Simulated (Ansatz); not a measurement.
CaB6-type LaB₆ was calculated with HSE06 (Ansatz, an electronic-structure program, plane waves, PAW).

Run with plane-wave cutoff 460 eV, 8×8×8 k mesh, Fermi–Dirac smearing 0.05 eV, scalar-relativistic PAW data made under PBE.

Computed at the level's own relaxed cell.

What does this level give for the lattice parameter a?


lattice parameter a: 4.139 Å

Measured, for comparison: lattice constant a 4.157 Å (296 K, no zero-point or thermal correction; as tabulated in Tsubota and Kitagawa (2017), doi:10.1038/s41598-017-15766-y). Computed (rounded) less measured: lattice constant a -0.4 %. A static lattice is as a rule a little smaller and stiffer than an uncorrected measurement, which narrows the difference in the lattice constant a and would widen misses of the other sign.

Spin–orbit coupling is not included.
